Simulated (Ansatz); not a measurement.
Reaction (atomization): `[CH2][SiH2]O`• → C• + 5 H• + O• + Si•

Gas-phase electronic energies from Ansatz, PBE0-D4/def2-TZVP geometries. CCSD(T)/CBS adds triple-zeta CCSD(T) − MP2 to the extrapolated MP2 energy (def2 sets, frozen cores). This one scheme is used for every species, atoms too. Functionals use def2-TZVPP. B3LYP here is the variant with VWN-RPA as its local correlation; programs differ in this. HSE06 is defined as in plane-wave codes. Open shells (•) are unrestricted, without spin–orbit coupling. Spin–orbit coupling would lower the free atoms: a little for C, O, Si. One conformer a species, not always the lowest.

`[CH2][SiH2]O`•:

```xyz
8

C     0.579   -1.106    0.307
Si   -0.580    0.298    0.040
O     0.212    1.701   -0.316
H     0.379   -2.111   -0.051
H     1.501   -1.002    0.873
H    -1.343    0.614    1.275
H    -1.529   -0.088   -1.042
H     0.782    1.696   -1.086
```

```tsv
level	ΔE (eV)	difference from CCSD(T)/CBS
LDA (SPW92)	32.12	3.44
PBE-D4	28.75	0.07
revPBE-D4	28.16	-0.52
BLYP-D4	28.47	-0.21
r2SCAN-D4	28.76	0.08
B97M-V	28.67	-0.01
PBE0-D4	28.41	-0.27
B3LYP-D4	28.61	-0.07
r2SCANh-D4	28.61	-0.07
HSE06-D4	28.43	-0.25
BHLYP-D4	27.99	-0.69
CAM-B3LYP-D4	28.78	0.10
ωB97X-V	28.67	-0.01
B2PLYP	28.33	-0.35
PBE-QIDH	28.31	-0.37
PBE	28.63	-0.05
revPBE	27.78	-0.90
r2SCAN	28.73	0.05
PBE0	28.31	-0.37
B3LYP	28.42	-0.26
r2SCANh	28.58	-0.10
r2SCAN0	28.36	-0.32
HSE06	28.34	-0.34
BHLYP	27.85	-0.83
CAM-B3LYP	28.68	0.00
LC-ωPBE	28.46	-0.22
HF/def2-SVP	21.21	-7.47
MP2/def2-SVP	26.81	-1.87
CCSD/def2-SVP	26.48	-2.20
CCSD(T)/def2-SVP	26.65	-2.03
HF/def2-TZVPP	21.47	-7.21
MP2/def2-TZVPP	28.16	-0.52
SCS-MP2/def2-TZVPP	28.19	-0.49
CCSD/def2-TZVPP	27.63	-1.05
CCSD(T)/def2-TZVPP	27.92	-0.76
HF/def2-QZVPP	21.52	-7.16
MP2/def2-QZVPP	28.62	-0.06
SCS-MP2/def2-QZVPP	28.71	0.03
HF/CBS(def2)	21.53	-7.15
MP2/CBS(def2)	28.92	0.24
CCSD(T)/CBS	28.68	0
```

Largest T1 diagnostic among the species: 0.012.

From BLYP to BHLYP (50 % exact exchange), in def2-TZVPP and without D4, ΔE moves by −0.35 eV: exact exchange takes away binding that semilocal exchange gives to molecules. At CCSD(T), def2-SVP lies −2.03 eV from the extrapolated value and def2-TZVPP −0.76 eV: correlation converges slowly with the basis, and small sets miss more of it in the bonded molecule than in its fragments.

For atomizations the MP2-based limit and the directly extrapolated one differ by several kJ/mol either way, and by 10 to 25 for some Ge, Se and Sn compounds, so smaller differences from it don't rank the levels.
